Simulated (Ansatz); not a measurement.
Reaction: C2H2Cl (SMILES [C](Cl)=C, doublet) → C2H2Cl (SMILES [CH]=CCl, doublet)
Each species at its own B3LYP-D3(BJ)/def2-TZVP minimum (Ansatz, a quantum-chemistry and plane-wave program).

Wanted: isomerisation energy (electronic), in kJ/mol. Radicals and triplets start from unrestricted determinants; spin-orbit coupling is neglected. CBS(X,Y): correlation extrapolated as X^-3, Hartree-Fock from the larger set (Q,5: extrapolated as (X+1)exp(-9√X)). A bracket is a step between two methods taken in the basis named. The functionals are non-relativistic, so their misses hold any scalar relativity. Double hybrids freeze cores in their MP2 part. 'core' is core correlation in cc-pwCVTZ (1s frozen past Ne), 'X2C' scalar relativity in cc-pVTZ-DK, both at CCSD(T). The UHF reference of C2H2Cl (C=[C]Cl, doublet) is spin-contaminated (<S^2> up to 0.21 over the pure value in the sets run). The UHF reference of C2H2Cl ([CH]=CCl, doublet) is spin-contaminated (<S^2> up to 0.20 over the pure value in the sets run).

CCSD(T)/CBS(cc-pV(Q+d)Z,cc-pV(5+d)Z) + [CCSDT(Q) - CCSD(T)]/cc-pV(D+d)Z + core + X2C (Ansatz) gives 16.3 kJ/mol.

What does PBE/def2-TZVPD (Ansatz) give here, and how do the other levels compare?

PBE gives 21.4 kJ/mol, 5.1 kJ/mol above it. Differences of the others: B3LYP/def2-TZVPD (Ansatz) 1.6; wB97M-V/def2-TZVPD (Ansatz) -1.2; B2PLYP/def2-TZVPD (Ansatz) 1.3; CCSD(T)/CBS(cc-pV(Q+d)Z,cc-pV(5+d)Z) + core + X2C (Ansatz) -0.2 kJ/mol.
